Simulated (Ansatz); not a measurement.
We consider hcp Zr, described by LDA (Ansatz, a first-principles code, plane waves, PAW).

Run with plane-wave cutoff 520 eV, 16×16×10 k mesh (along the axes of the cell as run), Fermi–Dirac smearing 0.1 eV, perturbation theory, force constants from a 4×4×2 q mesh, scalar-relativistic PAW data made under PBE.

Computed at the level's own relaxed cell. Harmonic vibrational thermodynamics at fixed volume:

```tsv
T (K)	S_vib (J/K per mol of atoms)	C_V (J/K per mol of atoms)	F_vib (eV/atom)
200	30.57	23.20	-0.0079
300	40.19	24.14	-0.0449
400	47.18	24.49	-0.0903
500	52.67	24.65	-0.1421
600	57.17	24.74	-0.1991
700	60.99	24.79	-0.2604
1000	69.85	24.87	-0.4646
```

The crystal is taken as a harmonic solid at every temperature: melting, phase changes and thermal expansion are not seen, nor the electrons' share in a metal.
